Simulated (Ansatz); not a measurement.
Gas-phase electronic energies from Ansatz, PBE0-D4/def2-TZVP geometries. CBS: MP2 limit from def2 TZ/QZ plus the TZ coupled-cluster correction, frozen cores. This one scheme is used for every species. No spin–orbit coupling; open shells (•) take unrestricted orbitals.

Consider the homolysis of the S–Si bond: `[SiH3]S` → `[SH]`• + `[SiH3]`•.

| species | MP2/cc-pV(D+d)Z energy (Eh) |
| --- | --- |
| `[SiH3]S` | -689.06464 |
| `[SH]`• | -398.20480 |
| `[SiH3]`• | -290.72452 |

Problem. Work out ΔE.

Solution. ΔE = (-398.20480) + (-290.72452) − (-689.06464) = 0.13532 Eh = +84.9 kcal/mol. CCSD(T)/CBS gives +91.7 kcal/mol.

Largest T1 diagnostic among the species: 0.015.

In def2-TZVPP, CCSD(T) changes the Hartree–Fock value by +23.4 kcal/mol (the triples alone add +2.3 kcal/mol) and MP2 by +27.3 kcal/mol; breaking electron pairs costs correlation energy, which Hartree–Fock lacks. From r2SCAN to r2SCAN0 (25 % exact exchange), in def2-TZVPP and without D4, ΔE moves by −0.9 kcal/mol: exact exchange takes away binding that semilocal exchange gives to molecules. At CCSD(T), def2-SVP lies −10.3 kcal/mol from the extrapolated value and def2-TZVPP −4.1 kcal/mol: correlation converges slowly with the basis, and small sets miss more of it in the bonded molecule than in its fragments.
